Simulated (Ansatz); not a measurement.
## Ansatz (development build ahead of 0.2.0) run

```yaml
crystal:
  periodic: [false, false, false]
  atoms:
    - { symbol: C, position_ang: [0.0, 0.0, 0.0] }
    - { symbol: C, position_ang: [0.0, 0.0, 1.39] }
basis:
  gaussian: { orbitals: def2-SVP }
hamiltonian:
  xc: hf
correlation:
  method: mp2
  frozen_orbitals: { C: 1 }
output:
  forces: true
```

The input is written out in the form of the current development build from the run's settings.

Results

```yaml
Converged: yes
Reference_energy: -75.35992 hartree
Correlation_energy: -0.17879 hartree
Total_energy: -75.53871 hartree
Spin_squared_of_the_determinant: 0.000
Stability_test: minimum among restricted orbitals
```

Forces (eV/Å):
```json
{"atom": "C1", "Fx": "0.000", "Fy": "0.000", "Fz": "-0.107"}
{"atom": "C2", "Fx": "0.000", "Fy": "0.000", "Fz": "0.107"}
```

Caution: bonds are stretched, where a single reference can fail; an unrestricted determinant lies well below; other determinants can give a lower correlated total.
